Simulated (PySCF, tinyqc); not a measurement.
CID on RHF in the sto-6g basis, frozen core, for LiH, spin multiplicity 1, step by step. The lowest restricted solution is unstable here: a spin-polarised one lies 0.0002 hartree lower (PySCF). One step of it, computed by the program tinyqc.

Question. CID: roots. Diagonalise (each vector has its largest component positive (the first on a tie)); all determinants have Ms = 0, so triplets appear too. The lowest singlet root is the correlation energy.

Occupation strings over the orbitals (2 doubly, a alpha, b beta, 0 empty; spin orbitals ordered 1a 1b 2a 2b ...): 220000 202000 20a00b 200200 200020 20b00a 200002

H - E(HF) between determinants (hartree), order 220000, 202000, 20a00b, 200200, 200020, 20b00a, 200002:
```
[[0.000000, 0.018587, -0.041610, 0.020927, 0.020927, 0.041610, 0.131346],
 [0.018587, 0.610966, 0.105450, 0.041652, 0.041652, -0.105450, 0.028807],
 [-0.041610, 0.105450, 0.536856, -0.012529, -0.012529, -0.028807, 0.024248],
 [0.020927, 0.041652, -0.012529, 0.630725, 0.016875, 0.012529, 0.019638],
 [0.020927, 0.041652, -0.012529, 0.016875, 0.630725, 0.012529, 0.019638],
 [0.041610, -0.105450, -0.028807, 0.012529, 0.012529, 0.536856, -0.024248],
 [0.131346, 0.028807, 0.024248, 0.019638, 0.019638, -0.024248, 0.743842]]
```

Give: lowest roots of this matrix, relative to E(HF); lowest vectors; <S^2> of these roots; weight of the ground state by excitation level 0, 1, 2, ....

Answer.

lowest roots of this matrix, relative to E(HF) (hartree): [-0.0313, 0.4277, 0.5080, 0.6139, 0.6527, 0.7120, 0.8070]

lowest vectors, order 220000, 202000, 20a00b, 200200, 200020, 20b00a, 200002:
```
[[0.9775, 0.1056, 0.0000, 0.0000],
 [-0.0452, 0.6489, 0.0000, 0.0000],
 [0.0821, -0.4980, 0.7071, 0.0000],
 [-0.0195, -0.1894, 0.0000, 0.7071],
 [-0.0195, -0.1894, 0.0000, -0.7071],
 [-0.0821, 0.4980, 0.7071, 0.0000],
 [-0.1681, -0.0031, 0.0000, 0.0000]]
```

<S^2> of these roots: [0.0000, 0.0000, 2.0000, 0.0000, 0.0000, 0.0000, 0.0000]

weight of the ground state by excitation level 0, 1, 2, ...: [0.9554, 0.0000, 0.0446]
